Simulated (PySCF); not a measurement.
Compound: C5H11F.
Structure used (PBE0-D3(BJ)/def2-SVP), in Å, numbered top down from 1:
```
atom  x, y, z in Å
C1    -0.857    1.403    0.223
C2    -0.418    0.015    0.671
C3    -1.302   -1.082    0.092
C4     1.062   -0.246    0.392
C5     1.487   -0.193   -1.057
F6     1.803    0.694    1.093
H7    -1.867    1.631    0.596
H8    -0.887    1.487   -0.875
H9    -0.170    2.171    0.608
H10   -0.504   -0.025    1.772
H11   -2.346   -0.949    0.412
H12   -1.296   -1.068   -1.010
H13   -0.980   -2.084    0.418
H14    1.324   -1.234    0.815
H15    0.970   -0.961   -1.650
H16    2.569   -0.373   -1.134
H17    1.274    0.791   -1.498
```

Computed with PySCF at CAM-B3LYP/def2-SVPD, non-relativistic, on one gas-phase PBE0-D3(BJ)/def2-SVP geometry that isn't relaxed in the solvent. The solvent is an IEF-PCM continuum (Bondi radii, 1.10 Å for H, scaled by 1.2), and excitations are vertical TDDFT with non-equilibrium linear response and a frozen core. The model holds no explicit solvent molecules, cavitation or dispersion.

| run | E − E(gas) (kJ/mol) | HOMO (eV) | HOMO–LUMO gap (eV) | dipole (D) | lowest singlet (eV) | static polarisability (au) |
| --- | --- | --- | --- | --- | --- | --- |
| gas | 0.00 | -10.31 | 11.60 | 1.90 | 8.72 | 63.3 |
| P | -12.43 | -10.17 | 11.68 | 2.51 | 8.74 | 84.7 |
| Q | -4.88 | -10.24 | 11.64 | 2.11 | 8.72 | 70.4 |

Problem. The runs were made in cyclohexane and water. Which run belongs to which solvent?

Solution. P = water, Q = cyclohexane. The dielectric constants are 2.017 (cyclohexane), 78.36 (water), and the energy falls further as ε rises. The optical constants n² used for the excitations are 2.04, 1.78 in the same order. In this model the ground state sees the solvent through ε alone.

Problem. How constant is the ratio of the lowering to (ε − 1)/(2ε + 1)?

Solution. 
| solvent | (ε − 1)/(2ε + 1) | E − E(gas) (kJ/mol) | ratio (kJ/mol) | polarisation term (kJ/mol) |
| --- | --- | --- | --- | --- |
| cyclohexane | 0.202 | -4.88 | -24.2 | -5.16 |
| water | 0.490 | -12.43 | -25.3 | -14.53 |

The ratio changes by +4.9 % in size from cyclohexane to water. The polarisation term is half the interaction of the solute with the induced surface charges.
